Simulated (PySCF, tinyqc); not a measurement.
The basis set: RHF and MP2 along a ladder of basis sets, for CH2, spin multiplicity 1. Computed by the program tinyqc with PySCF. 

Geometry (angstrom):
```
atom       x        y       z
C     0.0000   0.0000  0.0000
H     0.0000   0.9220  0.4330
H     0.0000  -0.9220  0.4330
```

Same geometry throughout; the dipole is taken about the origin.

RHF and frozen-core MP2 in a ladder of bases:
```
basis        functions  E(RHF) (hartree)  E(MP2 corr) (hartree)  HOMO (eV)  LUMO (eV)  dipole (debye)
sto-3g               7         -38.33424               -0.02912     -7.378      6.415           1.613
3-21g               13         -38.63194               -0.06198     -9.180      2.293           2.133
6-31g               13         -38.83504               -0.06122     -9.201      2.110           2.162
6-31g**             24         -38.85445               -0.10722     -9.346      2.162           1.864
cc-pvdz             24         -38.85766               -0.10648     -9.501      1.852           1.800
aug-cc-pvdz         41         -38.86247               -0.11213     -9.716      0.744           1.765
cc-pvtz             58         -38.87280               -0.13657     -9.671      1.431           1.782
```

From cc-pVDZ to cc-pVTZ the RHF energy falls by 15.1 mhartree and the correlation energy by 30.1. If valence correlation converges as X^-3, (27 E(T) - 8 E(D))/19 gives -0.1492 hartree, a rough estimate from such small X that usually falls short; STO-3G holds about 20 % of it. Beyond STO-3G the LUMO moves by 1.5 eV and the HOMO by 0.5 eV. The restricted reference is unstable here: a spin-polarised solution lies 0.0357 hartree lower (PySCF, cc-pVDZ), so results built on it describe a poor reference.
